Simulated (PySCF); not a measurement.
Compound: C₅H₇O (charge -1).
SMILES: `[O-]/C=C/C1CC1`

The closed-shell SCF was solved with PySCF and density fitting under several settings on one GFN2-xTB geometry (grid level 2 and gas phase unless stated).

```csv
settings,basis functions,SCF cycles,E (Eh),HOMO (eV),LUMO (eV)
PBE0/Sadlej pVTZ,207,16,-269.6799,0.24,2.60
"PBE0/def2-SVPD, energy threshold 1e-07 Eh",179,10,-269.4428,0.28,4.17
```

Q: Estimate the rows for these settings: (1) BHandHLYP/MINI, IEF-PCM chloroform, grid level 4, level shift 0.2 Eh; (2) PBE0/ANO-RCC-VDZP, grid level 4.

A: 
```
                                                            settings  basis functions  SCF cycles     E (Eh)  HOMO (eV)  LUMO (eV)
BHandHLYP/MINI, IEF-PCM chloroform, grid level 4, level shift 0.2 Eh               37          11  -267.6798      -4.53       4.50
                                     PBE0/ANO-RCC-VDZP, grid level 4              119          15  -269.6950       0.58       3.85
```

Q: Over all rows, what range does the HOMO–LUMO gap span?

A: From 2.36 eV (PBE0/Sadlej pVTZ) to 9.03 eV (BHandHLYP/MINI, IEF-PCM chloroform, grid level 4, level shift 0.2 Eh). The functional of the narrowest has 25 % exact exchange, that of the widest 50 % exact exchange.

Q: Compare two rows with the functional PBE0: PBE0/ANO-RCC-VDZP, grid level 4 and PBE0/def2-SVPD, energy threshold 1e-07 Eh. Which energy is lower, and by how much?

A: PBE0/ANO-RCC-VDZP, grid level 4 (119 functions) lies 0.2522 Eh or 158 kcal/mol below PBE0/def2-SVPD, energy threshold 1e-07 Eh (179 functions). The smaller set gives the lower energy; the two sets aren't nested, so the variational bound doesn't order them by size.

Cycle counts include a coarse-grid stage where the run had one. ANO-RCC sets were contracted for a scalar-relativistic Hamiltonian, but ran non-relativistically here. The HOMO energy is positive at PBE0/ANO-RCC-VDZP, PBE0/Sadlej pVTZ and PBE0/def2-SVPD; such an orbital is held in place by the finite basis. One conformer (not necessarily the lowest) at the GFN2-xTB geometry, without vibrations or thermal averaging.

Conformer computed: `[O-:1]/[CH:2]=[CH:3]/[CH:4]1[CH2:5][CH2:6]1`: C2–C3–C4–C5 144°.
